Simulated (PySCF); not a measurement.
Compound: CH6Si.
Atom-mapped SMILES: `[CH3:1][SiH3:2]` (hydrogens: H3, H4, H5 on C1; H6, H7, H8 on Si2)

Computed, not measured: core-valence-separated Tamm–Dancoff BHandHLYP/aug-pcX-1 (pcseg-1 on H, def2-SVPD on Si) in PySCF, non-relativistic, gas phase, PBE0-D3(BJ)/def2-SVP geometry. The energies are unshifted.

Problem. Give energies, oscillator strengths and core holes at the C K edge.

Solution. 
```csv
E (eV),f,core hole on,main final orbital
285.09,0.0006,C1,LUMO (91 %)
285.98,0.0668,C1,"LUMO+2/LUMO+3 (2 roots, f summed)"
286.16,0.0364,C1,LUMO+4 (45 %)
286.71,0.0021,C1,LUMO+1 (61 %)
286.93,0.0000,C1,"LUMO+5/LUMO+6 (2 roots, f summed)"
```

The first line with a tenth or more of the strongest one's intensity is at 285.98 eV (f = 0.067, sum of 2), with the hole on C1 (Si-methyl carbon). It is also the strongest listed.

Roots within 0.03 eV whose holes lie on the same, on equivalent or on shared atoms are summed into one line, and the highest roots are left out, as the search may have cut off their partners. Final orbitals are the ground state's empty Kohn–Sham orbitals.

Problem. What is the summed oscillator strength of the listed C K lines, and their intensity-weighted mean energy?

Solution. Σf = 0.106 over 5 lines from 285.09 to 286.93 eV; the weighted mean is 286.05 eV. The strongest line holds 63 % of the sum.

The ionisation thresholds weren't computed; near and above them a finite basis only mimics Rydberg series and continuum.
